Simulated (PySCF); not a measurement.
# C4H8O (2-Butanone): the cost of one run

The runs use PySCF 2.14.0, with density-fitted response routines of our own; the level of theory stands in each step. All values are computed, except where a source is named. Atoms count from 0, in the outputs and in this text.

## 1. The molecule as given

13 atoms, charge 0, multiplicity 1; geometry from: MMFF94s. The atoms were then displaced at random by about 0.03 Å, so the start is not that level's minimum.

Bonds of the start (Å): C0–C1 1.43, C1–C2 1.50, C2–C3 1.65, C2–O4 1.20, C0–H5 1.06, C0–H6 1.13, C0–H7 1.17, C1–H8 1.03, C1–H9 1.13, C3–H10 1.08, C3–H11 1.07, C3–H12 1.04.

## 2. Geometry optimisation at PBE0-D3(BJ)/def2-SVP

What the job is given:

```
{"job": {"xc": "PBE0", "basis": "def2-SVP", "d3": "d3bj", "grid": 1, "shake": 0.03, "kind": "geom"}, "charge": 0, "multiplicity": 1}
C     -1.761300    -0.236670     0.804190
C     -0.418870    -0.587680     0.447030
C      0.406420     0.593230     0.016140
C      1.995230     0.283560    -0.321820
O      0.039490     1.735580    -0.037890
H     -2.426760    -1.018380     1.075370
H     -1.808200     0.549180     1.621480
H     -2.262930     0.329550    -0.082720
H     -0.422340    -1.277330    -0.313790
H      0.050020    -1.057550     1.355790
H      2.367950    -0.177820     0.579130
H      1.933450    -0.411430    -1.137450
H      2.338460     1.223650    -0.619010
```

On the command line:

```sh
> OMP_NUM_THREADS=1 python probes_run.py task.json out
```

The driver reads the jobs from task.json and runs them one after another.

Q: Estimate the wall time and peak memory of this first job on 1 thread of Arm Neoverse V2, shared host.

About 24 s, with a peak of 0.44 GiB.
